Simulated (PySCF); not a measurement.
Isomers of C2H5N, one GFN2-xTB conformer each. Single-point energies are computed at PBE0/pcSseg-1 (PySCF, gas phase, no added dispersion term), electronic only.

Question: Rank them by PBE0/pcSseg-1 energy, lowest first (kcal/mol).
A. ethanimine (`[H]/N=C\C`)
B. N-methylmethanimine, `C=NC`
C. ethyleneimine (`C1CN1`)

Answer: A (0.0), B (8.1), C (16.6).

As drawn, the lowest has a C=N bond, which the highest lacks; the highest has a three-membered ring, which the lowest lacks. GFN2-xTB itself gives, in the same order: 0.0, 1.1, 3.5. Both levels put the same isomer lowest; measured from each level's own lowest isomer, the values differ by up to 13.1 kcal/mol (C1CN1: 3.5 against 16.6).

Which frontier levels, dipoles and rotational constants go with these structures?

```csv
SMILES,"HOMO (eV, PBE0/pcSseg-1)",LUMO (eV),dipole (D),"A, B, C (MHz)"
[H]/N=C\C,-7.30,0.24,2.45,"51516, 9914, 8764"
C=NC,-7.15,-0.05,1.48,"56106, 10692, 9508"
C1CN1,-6.96,1.50,1.70,"23629, 21453, 13707"
```
